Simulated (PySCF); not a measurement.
Worked example: building the atomization energy of N2O, singlet

Measured: the G2/97 heats of formation, with zero-point and thermal terms from B3LYP taken off, give an electronic atomization energy of 270.6 kcal/mol (Curtiss et al., J. Chem. Phys. 106, 1063 (1997); Staroverov et al., J. Chem. Phys. 119, 12129 (2003)). The calculation below tries to reproduce it.

Geometry (MP2(full)/6-31G*, from the G2/97 set):

```xyz
3

N     0.0000    0.0000   -1.1781
N     0.0000    0.0000   -0.0070
O     0.0000    0.0000    1.1851
```

Atomization energies (atoms less molecule, kcal/mol) from PySCF 2.14.0, frozen cores, restricted molecule, unrestricted atoms (their steps beyond CCSDT from full CI of the atoms), sets cc-pVDZ, cc-pVTZ, cc-pVQZ:

```csv
level,DZ,TZ,QZ
HF,67.70,76.04,76.99
CCSD(T),229.65,251.64,260.41
CCSDT,229.03,–,–
CCSDT(Q),231.59,–,–
```

Task: Extrapolate Hartree–Fock with exp(−5.46 √X) and the CCSD(T) correlation part with X⁻³ (X = 3, 4), add each higher step from the largest set that has it, and compare with the measured value.

Result: Hartree–Fock: 76.99 + (76.99 − 76.04) × 0.301 = 77.28.
Correlation: TZ 175.60, QZ 183.42; (64 × 183.42 − 27 × 175.60) / 37 = 189.13.
Full triples (DZ): 229.03 − 229.65 = -0.62.
(Q) (DZ): 231.59 − 229.03 = 2.56.
Sum: 268.3 kcal/mol, 2.3 below the measured 270.6.

The steps beyond CCSD(T) add 1.94 kcal/mol, while going from QZ to the limit adds 6.00. Core correlation, scalar relativity, spin–orbit terms and the relaxation from this MP2 geometry are missing from the sum, and the measured value has its own uncertainty.
